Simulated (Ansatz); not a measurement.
**CH₄Si (singlet): the correlation ladder at distance Si1–C2 = 2.004 Å, cc-pVTZ**

One table from this session's results is given with a row withheld; the runs are named, their logs left out.

Program: Ansatz 0.2.0, Gaussian basis. Level of theory: cc-pVTZ, core rule «outside noble gas», up to 6 orbitals frozen. These are calculated values, not measurements.

To be run: UHF; CCSD(T) on RHF; CCSD(T) on UHF; BCCD(T) on RHF; CCSDT(Q) on RHF.

**The geometry**

The geometry derives from a PBE0/def2-TZVP stationary point (not a proven minimum). One bond is set to the value named and the two fragments are kept rigid.

6 atoms, charge 0, spin multiplicity 1.

Atoms are counted from 1 here; the program's logs count them from 0.

Bond lengths: Si1–C2 2.004 Å, Si1–H3 1.493 Å, Si1–H4 1.491 Å, Si1–H5 1.491 Å, C2–H6 1.105 Å. Angles: C2–Si1–H3 123.0°, C2–Si1–H4 102.9°, C2–Si1–H5 102.9°, H3–Si1–H4 109.1°, H3–Si1–H5 109.1°, H4–Si1–H5 109.2°, Si1–C2–H6 114.3°.

As a file:

```xyz
6
CH4Si
Si    0.0000    0.0341    0.5670
C     0.0000   -0.1397   -1.4294
H     0.0000    1.3519    1.2679
H     1.2153   -0.7316    0.9677
H    -1.2153   -0.7316    0.9677
H     0.0000    0.8243   -1.9697
```

Set-up of the first run:

Input file in.yaml:

```yaml
crystal:
  periodic: [false, false, false]
  atoms:
    - {symbol: Si, position_ang: [0.000000, 0.034137, 0.567022]}
    - {symbol: C, position_ang: [0.000000, -0.139667, -1.429427]}
    - {symbol: H, position_ang: [0.000000, 1.351914, 1.267851]}
    - {symbol: H, position_ang: [1.215343, -0.731591, 0.967662]}
    - {symbol: H, position_ang: [-1.215343, -0.731591, 0.967662]}
    - {symbol: H, position_ang: [0.000000, 0.824349, -1.969656]}
basis:
  gaussian: {orbitals: cc-pVTZ}
magnetization: {spin_polarized: true, initial_magnetization: 0}
hamiltonian: {xc: hf}
output: {orbitals: {seedname: orbitals}}
```

Started as:

```
$ ansatz run in.yaml --threads 1 --pin off --events-out ev --progress --plain --max-ram 4096MiB --backend cpu
```

Among the steps run: UHF; CCSD(T) on RHF; CCSD(T) on UHF; BCCD(T) on RHF; CCSDT(Q) on RHF.

One table of the session follows, with a row left open; its other results are not shown here.

It belongs to the step «Misses and costs». 

| method | from RCCSDT(Q) (kJ/mol) |
| --- | --- |
| RHF | +833.1 |
| UHF | +771.5 |
| RMP2 | +153.7 |
| UMP2 | +135.7 |
| RCCSD | ? |
| UCCSD | +19.7 |
| RCCSD(T) | +6.0 |
| UCCSD(T) | -5.6 |
| BCCD(T) | +5.8 |
| RCCSDT | +1.5 |
| RCCSDT(Q) | 0 |

**Question.** Estimate the row for RCCSD.

**Answer.** from RCCSDT(Q) (kJ/mol): +33.8. In the column «from RCCSDT(Q) (kJ/mol)» it lies between UCCSD (+19.7) and UMP2 (+135.7).

The program flags UCCSD(T) as in doubt (see the logs), so read those rows with care; the flags are other amplitudes.

Caveats from the session: The determinant of HF (⟨S²⟩ 0.83) is far from a pure spin state, so its energy mixes those of several spin states; that is harmless only where they are near-degenerate. The determinant of CCSD(T) (⟨S²⟩ 0.83) is far from a pure spin state, so its energy mixes those of several spin states; high orders of coupled cluster remove much of that, low ones don't. The program flags UCCSD(T) as in doubt, so read those rows with care; the flags are other amplitudes. Warnings: restricted reference is unstable; spin contamination. Restricted and unrestricted rows rest on different reference determinants; a gap between their highest levels can come from leftover correlation error, from unlike frozen cores or from another state.
